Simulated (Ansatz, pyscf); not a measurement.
PH₃ + AlH [singlet] → H₂Al–PH₂, an insertion on the singlet surface: H–P broken, Al–P, Al–H formed. Optimised with ωB97X-D3(BJ)/def2-SVP in PySCF. Wave-function energies: Ansatz (an electronic-structure program), frozen core, RHF or UHF references. In kcal/mol, from the separated reactants.

```tsv
level	barrier	reaction energy
ωB97X-D3(BJ)/def2-TZVP	18.83	-44.59
ωB97M-D3(BJ)/def2-TZVP	22.94	-36.15
CCSD(T)/cc-pV(D+d)Z	24.83	-31.74
CCSDT(Q)/cc-pV(D+d)Z	23.95	-31.85
CCSD(T)/cc-pV(T+d)Z	19.95	-36.31
CCSD(T)/cc-pV(Q+d)Z	18.19	-38.16
```

In cc-pV(D+d)Z, going from CCSD(T) to CCSDT(Q) shifts the barrier by -0.89 and the reaction energy by -0.12 kcal/mol. With HF in the quadruple-zeta basis and the correlation energy extrapolated as X⁻³ from X = 3, 4, CCSD(T) gives 17.14 and -39.24; adding the double-zeta shift gives ΔE‡ = 16.25 and ΔE = -39.36 kcal/mol, without core correlation, relativity or geometry relaxation at these levels. On the reactant side the descent ends in an adduct with a Al–P contact, 11.20 kcal/mol under the separated species and 30.02 kcal/mol under the saddle at ωB97X-D3(BJ)/def2-TZVP. What is counted as formed (Al–P) is already present as a longer contact in the reactant adduct; forming that adduct is a step of its own. The same reactants have a lower exit, to Al–PH₂ [singlet] + H₂ (barrier +10.86 kcal/mol at ωB97M-D3(BJ), against +22.94 kcal/mol here). One saddle was located; it need not be the lowest between these sides. One closed-shell reference is unstable to symmetry breaking; treat the single-reference values with care. The CCSD(T) − MP2 part came from Ansatz, without density fitting, on the same reference.
